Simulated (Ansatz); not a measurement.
## How far each method lies from UCCSDT(Q) for SiN, sextet

Geometry: that of the SiN, quartet, kept fixed. The quartet lies 1.8 eV lower here.

| atom | x (Å) | y (Å) | z (Å) |
| --- | --- | --- | --- |
| Si | 0.0000 | 0.0000 | 0.0000 |
| N | 0.0000 | 0.0000 | 1.8891 |

Basis cc-pVDZ; Ansatz 0.2.0. Correlated methods freeze the noble-gas cores, which leaves 9 electrons in 26 orbitals. R marks a restricted (for open shells ROHF) determinant, U an unrestricted one. Active spaces: valence = (9e, 8o) chosen from the atoms' valence shells.

Full CI isn't at hand for all of this; UCCSDT(Q) serves as the reference, and is uncertain by about the last step of the cluster series. The frozen core follows each run's orbitals, which can shift R against U totals by a few meV.

For open shells CISD is restricted-active-space CI with the open shells as a complete middle space.

- UHF ⟨S²⟩: 8.786
- T1 diagnostic (RCCSD): 0.0348
- largest doubles amplitude (RCCSD): 0.082
- T1 diagnostic (UCCSD): 0.0252

```
   level  E − E(RHF) (eV)
     UHF          -0.3278
    RMP2          -3.9564
    UMP2          -3.9023
   RCCSD          -4.7439
   UCCSD          -4.7604
RCCSD(T)          -4.8755
UCCSD(T)          -4.8769
```

(1) Estimate how far UCCSDT(Q) in cc-pVDZ lies from RCCSD(T). The table doesn't fix it; the size of (T) and the diagnostics are the guide.

(1) UCCSDT(Q) in cc-pVDZ lies 0.85 kcal/mol below RCCSD(T), which is 28 % of the (T) step (-3.04 kcal/mol). T1 is raised, and the rest is a large part of (T).

The other levels:

| level | E − E(UCCSDT(Q)) (kcal/mol) | share of correlation (%) | wall time |
| --- | --- | --- | --- |
| CISD | 6.88 | 93.93 | 1.4 s |
| BCCD(T) | 0.89 | 99.21 | 1 s |
| RCCSDT | 0.26 | 99.77 | – |
| UCCSDT | 0.19 | 99.83 | – |
| RCCSDT(Q) | 0.05 | 99.95 | 4.5 s |
| CASSCF (valence space) | 92.95 | 17.95 | – |
| NEVPT2 (valence space) | 20.69 | 81.74 | 0.54 s |
| MRCISD (valence space) | 6.69 | 94.10 | – |
| MRCISD+Q (valence space) | 0.91 | 99.20 | 1.3 s |

The correlation energy at UCCSDT(Q), counted from RHF, is -4.913 eV. That run took 3.9 s on 1 thread of Arm Neoverse V1, shared host.

Times hold each run's SCF and search for its determinant on a shared host, so for small cases they say little of a method's own cost; they ran on 1 thread of Arm Neoverse V1.

Natural occupations of CASSCF (valence space) about the gap: 1.994 1.963 1.002 1.001 1.001 1.000 1.000 0.040; effectively unpaired electrons, Σ n²(2−n)², 5.01.
